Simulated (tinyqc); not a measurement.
Worked calculation: Hueckel theory of the pi electrons, for the molecule NC=CF (SMILES; centres numbered as the heavy atoms are written). Computed by tinyqc, a small Python program that keeps every step. Settings: charge = 0. Command: `OMP_NUM_THREADS=1 python tinyqc.py 28804 28805 out.jsonl` (the two numbers bound the seeds that draw the settings). One thread of a shared host (Intel(R) Xeon(R) Processor @ 2.60GHz), about 0.02 s of CPU time with the checks.

## The Hueckel matrix

Centres:

| centre | z_r, pi electrons of the neutral centre | h |
|---|---|---|
| 1N | 2 | 1.3900 |
| 2C | 1 | 0.0000 |
| 3C | 1 | 0.0000 |
| 4F | 2 | 3.1000 |

Bonds:

| i | j | k |
|---|---|---|
| 1 | 2 | 0.7000 |
| 2 | 3 | 1 |
| 3 | 4 | 0.7500 |

H_rr = alpha + h_r beta, H_rs = k_rs beta for bonded centres.

Hueckel matrix in units of beta (H = alpha + beta A), lower triangle:
```
        1N      2C      3C      4F
1N  1.3900
2C  0.7000  0.0000
3C  0.0000  1.0000  0.0000
4F  0.0000  0.0000  0.7500  3.1000
```

## Orbitals

pi electrons, sum of z_r less the charge = 6

Diagonalise; E = alpha + x beta with beta < 0, so the largest x are filled first; degenerate levels share their electrons. P = sum n_i c_ri c_si; each orbital has its largest coefficient positive (the first on a tie).

x values: 3.2900  1.7648  0.5976  -1.1624

occupations: 2.0000  2.0000  2.0000  0.0000

coefficients:
```
       MO1      MO2      MO3      MO4
1N  0.0297   0.8557  -0.4797  -0.1917
2C  0.0807   0.4582   0.5430   0.6991
3C  0.2447   0.2096   0.6603  -0.6784
4F  0.9658  -0.1177  -0.1979   0.1194
```

charge and bond-order matrix P, lower triangle:
```
         1N       2C      3C      4F
1N   1.9265
2C   0.2681   1.0225
3C  -0.2601   0.9486  1.0795
4F   0.0458  -0.1669  0.1620  1.9715
```

## Energy, charges, bond orders

E = sum n x; q_r = z_r - P_rr; bond order p = P_rs; free valence = sqrt(3) - sum of p over the bonds of the atom.

pi energy = 6 alpha + this times beta = 11.3048

pi charges: 1N 0.0735, 2C -0.0225, 3C -0.0795, 4F 0.0285

Bond orders and lengths from R = 1.517 - 0.180 p (angstrom, C-C alone):

| bond | p | R |
|---|---|---|
| 1-2 | 0.2681 | - |
| 2-3 | 0.9486 | 1.3463 |
| 3-4 | 0.1620 | - |

free valence of the carbons: 2C 0.5154, 3C 0.6215

gap between the highest filled and the next level = 1.7600 |beta|
